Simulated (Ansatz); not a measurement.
This Ansatz (a quantum-chemistry and plane-wave program) input (PBE/cc-pV(D+d)Z) gives -1.16000 Eh with 10 basis functions. A basis named .json is the Basis Set Exchange file of that set (core-valence sets with the plain set on hydrogen).

Ansatz 0.2 input:
```yaml
crystal:
  periodic: [false, false, false]
  atoms:
    - {symbol: H, position_ang: [-0.00000000, -0.00000000, -0.37201156]}
    - {symbol: H, position_ang: [0.00000000, 0.00000000, 0.37201156]}
basis:
  gaussian:
    orbitals: cc-pV_D+d_Z.json
hamiltonian:
  xc: {name: PBE}
magnetization: {spin_polarized: false}
```

Change:
```diff
- orbitals: cc-pV_D+d_Z.json
+ orbitals: def2-TZVP
```

Problem. What does the run give now?

Solution. -1.16587 Eh (PBE/def2-TZVP, 12 functions), a change of -5.87 mEh.
